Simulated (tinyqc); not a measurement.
Inside a calculation (part 2 of 2). Method: coupled-perturbed Hartree-Fock on RHF in the sto-3g basis, for NH3, spin multiplicity 1. Computed by tinyqc, a small Python program that keeps every step (integrals from PySCF). Command: `OMP_NUM_THREADS=1 python tinyqc.py 29508 29509 out.jsonl` (the two numbers bound the seeds that draw the settings). One thread of a shared host (Intel(R) Xeon(R) Processor @ 2.60GHz), about 0.2 s of CPU time with the checks.

Geometry (angstrom):
```
atom         x         y        z
N      0.00000   0.00000  0.19200
H      1.03000   0.00000  0.00000
H     -0.51500   0.89200  0.00000
H     -0.51500  -0.89200  0.00000
```

## Integrals over molecular orbitals

coefficients C, order 1N 1s, 1N 2s, 1N 2px, 1N 2py, 1N 2pz, 2H 1s, 3H 1s, 4H 1s:
$$\begin{pmatrix}
0.99345 & -0.22203 & 0.00000 & 0.00000 & -0.04771 & -0.19337 & 0.00000 & 0.00000 \\
0.03099 & 0.75023 & 0.00000 & 0.00000 & 0.23915 & 1.24727 & -0.00003 & 0.00000 \\
0.00000 & 0.00000 & 0.00000 & 0.58048 & 0.00000 & 0.00002 & 1.06267 & 0.00000 \\
0.00000 & 0.00000 & 0.58048 & 0.00000 & 0.00000 & 0.00000 & 0.00000 & 1.06267 \\
-0.00239 & -0.06879 & 0.00000 & 0.00000 & 0.96997 & -0.28860 & 0.00001 & 0.00000 \\
-0.00617 & 0.16720 & 0.00000 & 0.49264 & -0.06983 & -0.70047 & -0.96563 & 0.00000 \\
-0.00617 & 0.16720 & 0.42663 & -0.24632 & -0.06983 & -0.70045 & 0.48284 & -0.83627 \\
-0.00617 & 0.16720 & -0.42663 & -0.24632 & -0.06983 & -0.70045 & 0.48284 & 0.83627
\end{pmatrix}$$

core Hamiltonian H = T + V (hartree), order 1N 1s, 1N 2s, 1N 2px, 1N 2py, 1N 2pz, 2H 1s, 3H 1s, 4H 1s:
$$\begin{pmatrix}
-25.71041 & -5.91749 & 0.00000 & 0.00000 & 0.00812 & -1.36188 & -1.36190 & -1.36190 \\
-5.91749 & -7.74535 & 0.00000 & 0.00000 & 0.09470 & -3.12993 & -3.12996 & -3.12996 \\
0.00000 & 0.00000 & -6.45186 & 0.00000 & 0.00000 & -2.35903 & 1.17953 & 1.17953 \\
0.00000 & 0.00000 & 0.00000 & -6.45186 & 0.00000 & 0.00000 & -2.04298 & 2.04298 \\
0.00812 & 0.09470 & 0.00000 & 0.00000 & -6.28803 & 0.46457 & 0.46458 & 0.46458 \\
-1.36188 & -3.12993 & -2.35903 & 0.00000 & 0.46457 & -4.50456 & -0.99869 & -0.99869 \\
-1.36190 & -3.12996 & 1.17953 & -2.04298 & 0.46458 & -0.99869 & -4.50458 & -0.99870 \\
-1.36190 & -3.12996 & 1.17953 & 2.04298 & 0.46458 & -0.99869 & -0.99870 & -4.50458
\end{pmatrix}$$

Given earlier and not repeated: Two-electron integrals (ij|kl) in chemists' order.

(pq|rs) = sum C_ip C_jq C_kr C_ls (ij|kl), one index at a time.

one-electron integrals over orbitals h = C^T H C (hartree):
$$\begin{pmatrix}
-25.69337 & 0.45015 & 0.00000 & 0.00000 & 0.08909 & 0.36984 & -0.00001 & 0.00000 \\
0.45015 & -6.32448 & 0.00000 & 0.00000 & -0.10468 & -1.24990 & 0.00003 & 0.00000 \\
0.00000 & 0.00000 & -5.47410 & 0.00000 & 0.00000 & 0.00000 & 0.00000 & -1.34717 \\
0.00000 & 0.00000 & 0.00000 & -5.47409 & 0.00000 & -0.00003 & -1.34718 & 0.00000 \\
0.08909 & -0.10468 & 0.00000 & 0.00000 & -6.23685 & 0.27122 & 0.00000 & 0.00000 \\
0.36984 & -1.24990 & 0.00000 & -0.00003 & 0.27122 & -4.45388 & -0.00001 & 0.00000 \\
-0.00001 & 0.00003 & 0.00000 & -1.34718 & 0.00000 & -0.00001 & -4.92728 & 0.00000 \\
0.00000 & 0.00000 & -1.34717 & 0.00000 & 0.00000 & 0.00000 & 0.00000 & -4.92728
\end{pmatrix}$$

Two-electron integrals over orbitals (pq|rs), unique and non-zero (hartree):
```
(11|11) 4.12713     (21|11) -0.34756    (21|21) 0.04604     (22|11) 0.83673
(22|21) -0.01073    (22|22) 0.59347     (31|31) 0.00896     (32|31) 0.01470
(32|32) 0.12415     (33|11) 0.69818     (33|21) -0.00401    (33|22) 0.54726
(33|33) 0.57300     (41|11) -1.19e-06   (41|21) 1.22e-07    (41|22) -1.58e-07
(41|33) -0.00285    (41|41) 0.00896     (42|11) 1.56e-07    (42|21) -8.00e-08
(42|22) -9.99e-07   (42|33) -0.04961    (42|41) 0.01470     (42|42) 0.12415
(43|31) -0.00285    (43|32) -0.04961    (43|43) 0.04555     (44|11) 0.69818
(44|21) -0.00401    (44|22) 0.54726     (44|33) 0.48191     (44|41) 0.00285
(44|42) 0.04961     (44|44) 0.57300     (51|11) -0.07355    (51|21) 0.00809
(51|22) -0.00739    (51|33) -0.00245    (51|41) 4.01e-08    (51|44) -0.00245
(51|51) 0.02333     (52|11) 0.03687     (52|21) -0.00383    (52|22) -0.01163
(52|33) -0.00158    (52|41) -5.86e-09   (52|42) -1.19e-08   (52|44) -0.00158
(52|51) 0.02513     (52|52) 0.11190     (53|31) 0.00165     (53|32) -0.00140
(53|43) 0.00464     (53|53) 0.02594     (54|11) 4.87e-07    (54|21) -2.59e-08
(54|22) 1.11e-07    (54|33) 0.00464     (54|41) 0.00165     (54|42) -0.00140
(54|44) -0.00464    (54|51) 9.02e-08    (54|52) 3.17e-07    (54|54) 0.02594
(55|11) 0.95807     (55|21) -0.01065    (55|22) 0.62025     (55|33) 0.54703
(55|41) -2.92e-08   (55|42) 8.32e-08    (55|44) 0.54703     (55|51) 0.00853
(55|52) 0.05418     (55|54) 4.34e-07    (55|55) 0.76519     (61|11) -0.30129
(61|21) 0.04069     (61|22) -0.00829    (61|33) -0.00317    (61|41) 3.66e-07
(61|42) 3.37e-07    (61|44) -0.00317    (61|51) 0.00285     (61|52) -0.00810
(61|54) 9.13e-09    (61|55) -0.01037    (61|61) 0.03684     (62|11) 0.30738
(62|21) -0.00932    (62|22) 0.11119     (62|33) 0.06864     (62|41) 1.69e-07
(62|42) 8.62e-07    (62|44) 0.06864     (62|51) -0.00837    (62|52) -0.01184
(62|54) 2.45e-07    (62|55) 0.14750     (62|61) -0.00660    (62|62) 0.08384
(63|31) 0.00479     (63|32) -0.02851    (63|43) 0.03553     (63|53) 0.00665
(63|63) 0.06130     (64|11) 6.83e-06    (64|21) -1.52e-07   (64|22) 2.88e-06
(64|33) 0.03553     (64|41) 0.00479     (64|42) -0.02851    (64|44) -0.03553
(64|51) -1.61e-08   (64|52) 4.05e-07    (64|54) 0.00665     (64|55) 3.58e-06
(64|62) 2.43e-06    (64|64) 0.06130     (65|11) -0.05699    (65|21) -0.00125
(65|22) -0.03557    (65|33) -0.01630    (65|41) 7.11e-08    (65|42) 4.81e-07
(65|44) -0.01630    (65|51) 0.01830     (65|52) 0.06193     (65|54) 5.79e-07
(65|55) -0.01658    (65|61) -0.00470    (65|62) -0.03262    (65|64) -5.91e-07
(65|65) 0.04812     (66|11) 0.67761     (66|21) -0.00851    (66|22) 0.50432
(66|33) 0.48532     (66|41) 3.97e-07    (66|42) 3.74e-06    (66|44) 0.48532
(66|51) -0.01233    (66|52) -0.03561    (66|54) -3.67e-07   (66|55) 0.49958
(66|61) -0.00501    (66|62) 0.05796     (66|64) -7.70e-07   (66|65) -0.03384
(66|66) 0.48290     (71|11) 6.14e-06    (71|21) -8.82e-07   (71|33) -0.00365
(71|41) 0.01358     (71|42) 0.02062     (71|44) 0.00365     (71|51) -7.16e-08
(71|52) 1.36e-07    (71|54) 0.00254     (71|55) 1.97e-07    (71|61) -3.98e-07
(71|62) 4.26e-07    (71|64) 0.00683     (71|65) 1.81e-07    (71|66) 7.32e-07
(71|71) 0.02066     (72|11) -7.11e-06   (72|21) 1.68e-07    (72|22) -2.77e-06
(72|33) 0.01455     (72|41) 0.01160     (72|42) 0.03207     (72|44) -0.01455
(72|51) 1.48e-07    (72|52) 5.96e-08    (72|54) 0.01122     (72|55) -3.40e-06
(72|61) 4.44e-07    (72|62) -9.33e-07   (72|64) 0.04099     (72|65) 7.40e-07
(72|66) -1.12e-06   (72|71) 0.01659     (72|72) 0.05530     (73|31) 0.00252
(73|32) 0.04409     (73|43) -0.01526    (73|53) -0.00449    (73|63) -0.02985
(73|73) 0.03559     (74|11) 0.30549     (74|21) -0.00589    (74|22) 0.11433
(74|33) 0.09258     (74|41) -0.00252    (74|42) -0.04409    (74|44) 0.06207
(74|51) 0.00031     (74|52) 0.02181     (74|54) 0.00449     (74|55) 0.15569
(74|61) -0.00517    (74|62) 0.08207     (74|64) 0.02985     (74|65) -0.01282
(74|66) 0.04458     (74|71) -0.00391    (74|72) 0.00236     (74|74) 0.13247
(75|11) 7.44e-07    (75|21) 1.70e-08    (75|22) 3.49e-07    (75|33) -0.00987
(75|41) 0.00370     (75|42) 0.02484     (75|44) 0.00987     (75|51) -3.75e-07
(75|52) -1.35e-06   (75|54) 0.02066     (75|55) 4.78e-08    (75|61) 1.95e-07
(75|62) 7.21e-07    (75|64) -0.00885    (75|65) -4.07e-07   (75|66) 1.36e-06
(75|71) 0.00548     (75|72) 0.00839     (75|74) -0.00953    (75|75) 0.02826
(76|11) 1.38e-06    (76|21) -2.44e-08   (76|22) -2.40e-07   (76|33) -0.05202
(76|41) 0.01225     (76|42) 0.10478     (76|44) 0.05203     (76|51) 2.04e-07
(76|52) 7.38e-07    (76|54) -0.00741    (76|55) 8.43e-07    (76|61) 2.90e-07
(76|62) 5.75e-07    (76|64) -0.04795    (76|65) 8.61e-07    (76|66) 4.29e-06
(76|71) 0.01770     (76|72) 0.00707     (76|74) -0.05055    (76|75) 0.02067
(76|76) 0.11351     (77|11) 0.80060     (77|21) -0.00877    (77|22) 0.55003
(77|33) 0.49004     (77|41) -0.00034    (77|42) 0.02775     (77|44) 0.56296
(77|51) -0.00156    (77|52) 0.00773     (77|54) -0.00662    (77|55) 0.56662
(77|61) -0.00716    (77|62) 0.08058     (77|64) -0.03941    (77|65) -0.01343
(77|66) 0.49439     (77|71) -0.00077    (77|72) -0.02520    (77|74) 0.07777
(77|75) 0.00555     (77|76) 0.04073     (77|77) 0.58508     (81|31) 0.01358
(81|32) 0.02062     (81|43) -0.00365    (81|53) 0.00254     (81|63) 0.00683
(81|73) 0.00391     (81|81) 0.02066     (82|31) 0.01160     (82|32) 0.03207
(82|43) 0.01455     (82|53) 0.01122     (82|63) 0.04099     (82|73) -0.00236
(82|81) 0.01659     (82|82) 0.05530     (83|11) 0.30548     (83|21) -0.00589
(83|22) 0.11433     (83|33) 0.06207     (83|41) 0.00252     (83|42) 0.04409
(83|44) 0.09258     (83|51) 0.00031     (83|52) 0.02181     (83|54) -0.00449
(83|55) 0.15569     (83|61) -0.00517    (83|62) 0.08207     (83|64) -0.02985
(83|65) -0.01282    (83|66) 0.04458     (83|71) 0.00391     (83|72) -0.00236
(83|74) 0.06422     (83|75) 0.00953     (83|76) 0.05055     (83|77) 0.10159
(83|83) 0.13247     (84|31) 0.00252     (84|32) 0.04409     (84|43) -0.01525
(84|53) -0.00449    (84|63) -0.02985    (84|73) 0.03266     (84|81) 0.00391
(84|82) -0.00236    (84|84) 0.03559     (85|31) 0.00370     (85|32) 0.02484
(85|43) -0.00987    (85|53) 0.02066     (85|63) -0.00885    (85|73) 0.00953
(85|81) 0.00548     (85|82) 0.00839     (85|84) 0.00953     (85|85) 0.02826
(86|31) 0.01225     (86|32) 0.10478     (86|43) -0.05202    (86|53) -0.00741
(86|63) -0.04795    (86|73) 0.05055     (86|81) 0.01770     (86|82) 0.00707
(86|84) 0.05055     (86|85) 0.02067     (86|86) 0.11351     (87|31) 0.00034
(87|32) -0.02776    (87|43) 0.03646     (87|53) 0.00662     (87|63) 0.03942
(87|73) -0.01191    (87|81) 0.00077     (87|82) 0.02520     (87|84) -0.01191
(87|85) -0.00555    (87|86) -0.04074    (87|87) 0.04008     (88|11) 0.80060
(88|21) -0.00877    (88|22) 0.55003     (88|33) 0.56296     (88|41) 0.00034
(88|42) -0.02775    (88|44) 0.49004     (88|51) -0.00156    (88|52) 0.00773
(88|54) 0.00662     (88|55) 0.56662     (88|61) -0.00716    (88|62) 0.08058
(88|64) 0.03942     (88|65) -0.01343    (88|66) 0.49439     (88|71) 0.00077
(88|72) 0.02520     (88|74) 0.10159     (88|75) -0.00555    (88|76) -0.04074
(88|77) 0.50492     (88|83) 0.07777     (88|88) 0.58508
```

## Response to a field: uncoupled start

orbital energies (hartree): MO1 -15.27119, MO2 -1.03426, MO3 -0.55693, MO4 -0.55693, MO5 -0.31398, MO6 0.55902, MO7 0.74094, MO8 0.74094

dipole integrals <a|z|i> (bohr), order a6, a7, a8:
$$\begin{pmatrix}
-0.01900 & 0.02859 & 0.00000 & 0.00000 & 0.15745 \\
0.00000 & 0.00000 & 0.00000 & 0.21938 & 0.00000 \\
0.00000 & 0.00000 & 0.21938 & 0.00000 & 0.00000
\end{pmatrix}$$

Field along z; U_ai = -mu_ai / (e_a - e_i), alpha = -4 sum U_ai mu_ai.

uncoupled U, order a6, a7, a8:
$$\begin{pmatrix}
0.00120 & -0.01795 & 0.00000 & 0.00000 & -0.18036 \\
0.00000 & 0.00000 & 0.00000 & -0.16903 & 0.00000 \\
0.00000 & 0.00000 & -0.16903 & 0.00000 & 0.00000
\end{pmatrix}$$

uncoupled polarisability = 0.41239 bohr^3

## Coupled step 1

U_ai = -(mu_ai + sum_bj [4 (ai|bj) - (ab|ij) - (aj|bi)] U_bj) / (e_a - e_i); alpha = -4 sum U_ai mu_ai.

U after step 1, order a6, a7, a8:
$$\begin{pmatrix}
0.00036 & 0.01089 & 0.00000 & 0.00000 & -0.26859 \\
0.00000 & 0.00000 & 0.00000 & -0.16844 & 0.00000 \\
0.00000 & 0.00000 & -0.16844 & 0.00000 & 0.00000
\end{pmatrix}$$

polarisability = 0.46357 bohr^3

## Coupled step 2

As before.

U after step 2, order a6, a7, a8:
$$\begin{pmatrix}
0.00034 & 0.01188 & 0.00000 & 0.00000 & -0.30238 \\
0.00000 & 0.00000 & 0.00000 & -0.17492 & 0.00000 \\
0.00000 & 0.00000 & -0.17492 & 0.00000 & 0.00000
\end{pmatrix}$$

polarisability = 0.49610 bohr^3

## Coupled polarisability

Repeat until U stops changing; compare with -d2E/dF2.

Course of the coupled iterations:
```
step  alpha (bohr^3)
0            0.41239
1            0.46357
2            0.49610
3            0.50665
4            0.51108
5            0.51282
6            0.51354
7            0.51383
8            0.51395
9            0.51400
10           0.51402
11           0.51403
12           0.51404
13           0.51404
14           0.51404
15           0.51404
16           0.51404
17           0.51404
18           0.51404
19           0.51404
20           0.51404
```

coupled polarisability = 0.51404 bohr^3

finite-field check, fields of +/-0.001 au = 0.51404 bohr^3
